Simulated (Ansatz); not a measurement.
# CH₂Na radical (SMILES [CH2][Na]): one structure at several levels

One table from this session's results is given with a row withheld; the runs are named, their logs left out.

The runs use Ansatz 0.2.0, Gaussian basis; single points in def2-TZVPP.

Cores are frozen in the correlated methods. The outer core shell of Li, Na, Mg and K is correlated. Orbitals are unrestricted.

## Starting geometry

SMILES `[CH2][Na]`, 4 atoms, charge 0, spin multiplicity 2.

Atoms are counted from 1 here; the program's logs count them from 0.

Bond lengths: C1–Na2 2.089 Å, C1–H3 1.234 Å, C1–H4 1.331 Å. Angles: Na2–C1–H3 126.0°, Na2–C1–H4 120.3°, H3–C1–H4 105.6°.

Coordinates:

```xyz
4
CH2Na
C    -0.0698    0.0594   -0.2198
Na    1.4880    0.0786    1.1714
H    -0.8476    0.9891   -0.4509
H    -0.7708   -1.0526   -0.4268
```

The first run:

The input, run/in.yaml:

```yaml
crystal:
  periodic: [false, false, false]
  atoms:
    - {symbol: C, position_ang: [-0.069800, 0.059400, -0.219800]}
    - {symbol: Na, position_ang: [1.488000, 0.078600, 1.171400]}
    - {symbol: H, position_ang: [-0.847600, 0.989100, -0.450900]}
    - {symbol: H, position_ang: [-0.770800, -1.052600, -0.426800]}
basis:
  gaussian: {orbitals: def2-TZVPP}
magnetization: {spin_polarized: true, initial_magnetization: 1}
correlation: {method: ccsd_t}
scf: {omitted_lower_state_checks: [cluster_reference]}
output: {forces: true}
```

The command line of these runs was not kept.

Steps of the session up to this table: CCSD(T)/def2-TZVPP; PBE0-D4/def2-TZVPP; wB97M-V/def2-TZVPP; r2SCAN-D4/def2-TZVPP; PBE-D4/def2-TZVPP; BLYP-D4/def2-TZVPP; BHLYP-D4/def2-TZVPP.

One of the session's tables, all rows but one given; the rest of the session is left out.

```
   method  RMS force component (eV/Å)  angle to CCSD(T) forces (°)  dipole (D)
  CCSD(T)                       1.913                    reference        6.73
  PBE0-D4                           ?                            ?           ?
  wB97M-V                       2.011                          0.7        6.54
r2SCAN-D4                       1.929                          1.0        6.58
   PBE-D4                       1.847                          1.6        5.93
  BLYP-D4                       1.835                          2.1        5.79
 BHLYP-D4                       2.083                          1.5        6.66
```

**Question.** Estimate the row for PBE0-D4.

The run gave: RMS force component (eV/Å): 1.968; angle to CCSD(T) forces (°): 0.6; dipole (D): 6.44. In the column «RMS force component (eV/Å)» it lies between r2SCAN-D4 (1.929) and wB97M-V (2.011).
